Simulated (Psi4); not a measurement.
# AlNH6 (Al(NH3)H3): FNO-QCISD(T)/2ZaPa-NR (density fitting, occ tolerance 1e-06)

Aim: the energy change on altering one bond length of AlNH6 (Al(NH3)H3) at FNO-QCISD(T)/2ZaPa-NR (density fitting, occ tolerance 1e-06), from 2 runs. 

The results are computed with Psi4 1.11.

## Step 1: The structure to begin with

The species is AlNH6 (8 atoms), meant as a singlet with charge 0. As SMILES, `[H][Al]([H])([H])<-[NH3]`. The shape comes from GFN2-xTB, which is rough for such elements, and wasn't checked as a minimum.

Bond lengths: Al1–N2 2.053 Å, N2–H3 1.017 Å, N2–H4 1.018 Å, N2–H5 1.018 Å, Al1–H6 1.570 Å, Al1–H7 1.570 Å, Al1–H8 1.571 Å. Some angles: Al1–N2–H3 110.9°, Al1–N2–H4 110.3°, Al1–N2–H5 110.8°, N2–Al1–H6 97.7°, N2–Al1–H7 97.7°, N2–Al1–H8 97.9°, H3–N2–H4 108.2°, H3–N2–H5 108.3°, H4–N2–H5 108.2°, H6–Al1–H7 118.1°.

## Step 2: A single-point energy at FNO-QCISD(T)/2ZaPa-NR (density fitting, occ tolerance 1e-06)

Contents of job.in:

```
memory 1600 mb

molecule system {
  0 1
  Al
  N 1 R2
  H 2 R3 1 A3
  H 2 R4 3 A4 1 D4
  H 2 R5 3 A5 4 D5
  H 1 R6 2 A6 3 D6
  H 1 R7 6 A7 2 D7
  H 1 R8 7 A8 6 D8

  R2 = 2.052872
  R3 = 1.017478
  A3 = 110.88426
  R4 = 1.017841
  A4 = 108.19583
  D4 = 121.09503
  R5 = 1.017751
  A5 = 108.31832
  D5 = 117.1218
  R6 = 1.570433
  A6 = 97.66437
  D6 = 178.77758
  R7 = 1.570243
  A7 = 118.14729
  D7 = 103.02203
  R8 = 1.570536
  A8 = 118.23154
  D8 = -153.69015
}

set basis 2ZaPa-NR
set freeze_core true
set occ_tolerance 1e-06

result, w = energy('fno-qcisd(t)', return_wfn=True)
```

Launch:

```bash
$ psi4 -i job.in -o job.out -n 1
```

job.out:

```text
[...]
  Running in c1 symmetry.
[...]
  Nuclear repulsion =   62.584948881411364
[...]
  Multiplicity = 1
[...]
  Nalpha       = 13
  Nbeta        = 13
[...]
    Number of basis functions: 81
[...]
   @RHF iter   1:  -299.79395077817043   -6.82151e-01   4.98224e-03 ADIIS/DIIS
[...]
   @RHF iter   9:  -299.88454689548746   -3.78577e-11   8.54035e-09 DIIS
[...]
    Orbital Energies [Eh]
    ---------------------
    Doubly Occupied:
       1A    -58.409192     2A    -15.635456     3A     -4.828932
       4A     -3.143592     5A     -3.141160     6A     -3.141155
       7A     -1.237087     8A     -0.720664     9A     -0.720350
      10A     -0.614565    11A     -0.476982    12A     -0.391404
      13A     -0.391395
[...]
  @RHF Final Energy:  -299.88454689548746
   => Energetics <=
    Nuclear Repulsion Energy =             62.5849488814113641
    One-Electron Energy =                -539.2351194672526162
    Two-Electron Energy =                 176.7656236903537774
    Total Energy =                       -299.8845468954874605
[...]
 Multipole Moments:
 ------------------------------------------------------------------------------------
     Multipole            Electronic (a.u.)      Nuclear  (a.u.)        Total (a.u.)
 ------------------------------------------------------------------------------------
 L = 1.  Multiply by 2.5417464519 to convert [e a0] to [Debye]
 Dipole X            :          0.0069827           -0.0076913           -0.0007086
 Dipole Y            :         -0.0046901            0.0052139            0.0005238
 Dipole Z            :         -0.5708588            2.6481063            2.0772475
 Magnitude           :                                                    2.0772477
[...]
      * MP2 total energy:                   -300.158362552968
[...]
      * MP2 total energy:                   -300.158362552968
[...]
      * MP3 total energy:                   -300.188495705726
[...]
      * QCISD total energy:                 -300.196018900277
[...]
```

It took 7.5 s on 1 thread of Intel Xeon 6975P-C (Granite Rapids), shared host; peak memory 0.48 GiB.

## Step 3: The distorted shape, same level

Contents of input.dat:

```
memory 1600 MB

molecule mol {
  0 1
  Al
  N 1 2.052872
  H 2 1.017478 1 110.88426
  H 2 1.017841 3 108.19583 1 121.09503
  H 2 1.017751 3 108.31832 4 117.1218
  H 1 1.570433 2 97.66437 3 178.77758
  H 1 3.9256 6 118.1473 2 103.02203
  H 1 1.570536 6 118.24388 2 -103.2911
}

set basis 2ZaPa-NR
set freeze_core true
set occ_tolerance 1e-06

result, w = energy("fno-qcisd(t)", return_wfn=True)
```

Launch:

```bash
$ psi4 input.dat output.dat -n 1
```

output.dat:

```text
[...]
  Running in c1 symmetry.
[...]
  Nuclear repulsion =   59.046292445972298
[...]
  Multiplicity = 1
[...]
  Nalpha       = 13
  Nbeta        = 13
[...]
    Number of basis functions: 81
[...]
   @RHF iter   1:  -299.61646948822704   -7.06525e-01   4.85038e-03 ADIIS/DIIS
[...]
   @RHF iter  11:  -299.70874700171697   -3.01270e-12   2.06578e-09 DIIS
[...]
    Orbital Energies [Eh]
    ---------------------
    Doubly Occupied:
       1A    -58.545897     2A    -15.688857     3A     -4.956017
       4A     -3.269818     5A     -3.268840     6A     -3.267083
       7A     -1.288407     8A     -0.770785     9A     -0.770165
      10A     -0.669065    11A     -0.527969    12A     -0.461433
      13A     -0.230428
[...]
  @RHF Final Energy:  -299.70874700171697
   => Energetics <=
    Nuclear Repulsion Energy =             59.0462924459722984
    One-Electron Energy =                -530.0805501300519609
    Two-Electron Energy =                 171.3255106823626761
    Total Energy =                       -299.7087470017169721
[...]
 Multipole Moments:
 ------------------------------------------------------------------------------------
     Multipole            Electronic (a.u.)      Nuclear  (a.u.)        Total (a.u.)
 ------------------------------------------------------------------------------------
 L = 1.  Multiply by 2.5417464519 to convert [e a0] to [Debye]
 Dipole X            :          4.6293620           -1.6798585            2.9495035
 Dipole Y            :          2.7864057           -1.0044753            1.7819304
 Dipole Z            :          0.2909303            2.3839994            2.6749297
 Magnitude           :                                                    4.3623498
[...]
      * MP2 total energy:                   -299.991382300719
[...]
      * MP2 total energy:                   -299.991382300719
[...]
      * MP3 total energy:                   -300.025985198977
[...]
      * QCISD total energy:                 -300.057723085075
[...]
```

Run time: 8.4 s. Hardware: 1 thread of Intel Xeon 6975P-C (Granite Rapids), shared host; peak memory 0.49 GiB.

## Step 4: Outcome

At FNO-QCISD(T)/2ZaPa-NR (density fitting, occ tolerance 1e-06), 6 core orbitals frozen:

| quantity | value |
| --- | --- |
| first shape: total energy | -300.20195 Eh |
| first shape: HOMO energy (Hartree–Fock orbitals) | -10.65 eV |
| first shape: LUMO energy (Hartree–Fock orbitals) | 0.79 eV |
| first shape: HOMO–LUMO gap (Hartree–Fock orbitals) | 11.44 eV |
| first shape: correlation energy (6 core orbitals frozen) | -317.4 mEh |
| first shape: T1 diagnostic | 0.008 |
| distorted shape: total energy | -300.06976 Eh |
| distorted shape: HOMO energy (Hartree–Fock orbitals) | -6.27 eV |
| distorted shape: LUMO energy (Hartree–Fock orbitals) | -0.32 eV |
| distorted shape: HOMO–LUMO gap (Hartree–Fock orbitals) | 5.95 eV |
| distorted shape: correlation energy (6 core orbitals frozen) | -361.0 mEh |
| distorted shape: T1 diagnostic | 0.094 |
| energy change with the Al1–H7 bond stretched from 1.570 to 3.926 Å | 3.597 eV |

In words: With the Al1–H7 bond stretched from 1.570 to 3.926 Å the energy rises by 3.60 eV (83 kcal/mol). The first shape isn't relaxed at this level, so the change isn't measured from a minimum. The T1 diagnostic (distorted shape) of 0.094 is above the customary mark for such species, so a single reference may not serve.
